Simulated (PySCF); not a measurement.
Cartesian coordinates in Å; atom numbers follow the order of the lines, from 1:
```xyz
9

C    -1.3418    0.5124    0.3319
C    -0.4501   -0.4760    0.3470
F    -0.7157   -1.6564    0.8835
C     0.9295   -0.4080   -0.2150
O     1.7099   -1.3188   -0.1826
O     1.1964    0.7851   -0.7586
H    -1.0788    1.4669   -0.1212
H    -2.3314    0.3711    0.7698
H     2.1044    0.7362   -1.0939
```

PySCF calculation with σ from GIAO-PBE0/pcSseg-1, geometry from PBE0-D3(BJ)/def2-SVP and spin–spin couplings from B3LYP/pcJ-1; no relativistic terms, one computed conformer, no solvent.

Task: Predict the 2D correlation tables (HSQC, COSY, HMBC).

Result: 

HSQC (one-bond C–H):
| δH | δC | 1J(C,H) (Hz) |
| --- | --- | --- |
| 5.96 (H7) | 110.7 (C1) | 180 |
| 5.66 (H8) | 110.7 (C1) | 172 |

COSY cross peaks (|J| ≥ 2 Hz):
| δH | δH | abs. J (Hz) | bonds |
| --- | --- | --- | --- |
| 5.96 (H7) | 5.66 (H8) | 2.1 | 2 |

HMBC (two and three bonds, |J| ≥ 2.5 Hz):
| δH | δC [abs. J in Hz] |
| --- | --- |
| 5.96 (H7) | 162.8 (C4) [3.1], 160.6 (C2) [7.5] |
| 5.66 (H8) | 162.8 (C4) [9.1], 160.6 (C2) [7.2] |

δ = σ(ref) − σ, references computed at the same level: TMS for 1H and 13C.

The OH or NH signal is concentration- and solvent-dependent in practice; the value given is the gas-phase one. Common functionals overestimate the size of one-bond C–F couplings by tens of Hz; these are unscaled. Shifts are as computed. Against solution values, carbons near 30 ppm lie about +2 ppm off and those near 130 ppm about +5 ppm. Of 1211 compounds with measured shifts, 218 miss one by over three times the rms of a fit or turn the order of signals round; such compounds aren't used in these exercises. Hydrogen bonding in solution deshields acid and N–H amide carbonyl carbons by as much as 10 ppm beyond these values.
